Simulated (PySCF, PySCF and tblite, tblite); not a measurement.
# C2H6S2: a path driven as rotation about a bond, and NMR exchange

The task here is to estimate one member of a computed series from the others.

Computed with tblite 0.8.0 (tight binding) and PySCF 2.14.0 (DFT, with response routines of our own); each step states its level. Atoms count from 0 throughout.

### The molecule as given

10 atoms, charge 0, multiplicity 1; geometry from: force field or distance geometry start.

Bonds of the start (Å): C0–H4 1.08, C0–H5 1.10, C0–H6 1.08, C0–S1 1.81, C3–H7 1.10, C3–H8 1.10, C3–H9 1.09, S1–S2 2.04, S2–C3 1.82.

Set-up of the first run:

The job: settings as JSON, then the geometry in Å.

```
{"job": {"xc": "GFN2-xTB", "basis": "xTB", "kind": "relax"}, "charge": 0, "multiplicity": 1}
C      1.845100    -0.136200     0.190500
S      0.589500    -1.416300     0.457200
S     -0.852400    -0.909600    -0.888800
C     -1.816100     0.333800     0.020500
H      2.198700    -0.165400    -0.831800
H      1.419800     0.854100     0.410400
H      2.685000    -0.305600     0.855600
H     -1.185700     1.192700     0.285700
H     -2.227400    -0.115400     0.940800
H     -2.647600     0.672500    -0.590400
```

Started as:

```bash
$ OMP_NUM_THREADS=1 python ens_run.py task.json out
```

The driver reads the study from task.json and runs its stages one after another.

Among the steps run: GFN2-xTB relaxation, start minimum; Relaxed scan, rotation; Nudged elastic band, leg 1; Saddle search, leg 1; DFT refinement, start: PBE0-D3(BJ)/def2-SVP; Shieldings, start: PBE0/pcSseg-1 in acetonitrile; Shieldings, saddle of leg 1: PBE0/pcSseg-1 in acetonitrile; Barriers, rates and exchange; Shieldings, start: PBE0/pcseg-1; Single-point energy, saddle of leg 1: PBE0/pcseg-1; Second level: PBE0/pcseg-1 + D3(BJ); Shieldings, start: PBE0/pcSseg-1 in benzene; Single-point energy, saddle of leg 1: PBE0/pcSseg-1 in benzene; Second level: PBE0/pcSseg-1 + D3(BJ), IEF-PCM benzene.

One of the session's tables, all rows but one given; the rest of the session is left out.

It belongs to the step «Second level: PBE0/pcSseg-1 + D3(BJ), IEF-PCM benzene». Barriers by level (kcal/mol; entropies in cal/(mol K)). Zero-point and thermal terms come from xTB in every row. ΔG‡ leaves symmetry out; the rate counts one path; effective ΔG‡, where given, is the barrier that would give that rate by Eyring's equation alone:

```
                                       level    ΔE‡  with zero-point    ΔH‡  ΔG‡ (298 K)  k at 298 K (1/s)
                                    GFN2-xTB   9.22             9.26   8.60        10.07           2.6e+05
                        PBE0-D3(BJ)/def2-SVP  11.21            11.26  10.60        12.06             9e+03
PBE0/pcSseg-1 + D3(BJ), IEF-PCM acetonitrile      ?                ?      ?            ?                 ?
     PBE0/pcSseg-1 + D3(BJ), IEF-PCM benzene  10.27            10.31   9.66        11.12           4.4e+04
```

Estimate the missing values for PBE0/pcSseg-1 + D3(BJ), IEF-PCM acetonitrile.

The run gave: ΔE‡: 9.23; with zero-point: 9.27; ΔH‡: 8.61; ΔG‡ (298 K): 10.07; k at 298 K (1/s): 2.6e+05. In the column «ΔE‡» it lies between GFN2-xTB (9.22) and PBE0/pcSseg-1 + D3(BJ), IEF-PCM benzene (10.27).
